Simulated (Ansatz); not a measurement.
System: pyrazine, C$_{4}$H$_{4}$N$_{2}$ (charge 0, singlet). 
Coordinates optimised at B3LYP-D3(BJ)/def2-TZVP (Ansatz, a program for electronic structure):
```xyz
10

C      1.1755    -0.6013     0.1346
C      1.0677     0.7845     0.0774
N     -0.1084     1.3933    -0.0575
C     -1.1755     0.6013    -0.1346
C     -1.0677    -0.7845    -0.0774
N      0.1084    -1.3933     0.0575
H      2.1422    -1.0802     0.2447
H      1.9481     1.4144     0.1418
H     -2.1422     1.0802    -0.2447
H     -1.9481    -1.4144    -0.1418
```

Property: atomisation energy (electronic, to ground-state atoms), in eV. Correlated levels leave the core frozen unless marked. UHF or UKS for open shells. No spin-orbit coupling. Non-relativistic. The coupled-cluster limit lacks core correlation, which all-electron functionals hold. CBS(X,Y): correlation extrapolated as X^-3; Hartree-Fock from the larger set (for Q and 5 zeta extrapolated as (X+1)exp(-9√X)).

| level | program | atomisation energy (eV) | minus last row |
|---|---|---|---|
| SVWN5/def2-TZVPD | Ansatz | 56.59 | 8.82 |
| revPBE-D3(BJ)/def2-TZVPD | Ansatz + dftd3 | 48.81 | 1.04 |
| revPBE-D4/def2-TZVPD | Ansatz + dftd4 | 49.03 | 1.26 |
| PBE0-D3(BJ)/def2-TZVPD | Ansatz + dftd3 | 48.92 | 1.15 |
| PBE0-D4/def2-TZVPD | Ansatz + dftd4 | 48.91 | 1.14 |
| HSE06-D3(BJ)/def2-TZVPD | Ansatz + dftd3 | 48.93 | 1.16 |
| CCSD(T)/CBS(cc-pVQZ,cc-pV5Z) | Ansatz | 47.77 | 0.00 |

The Hartree-Fock reference is unstable (checked in the largest basis), which strains HF and MP2.
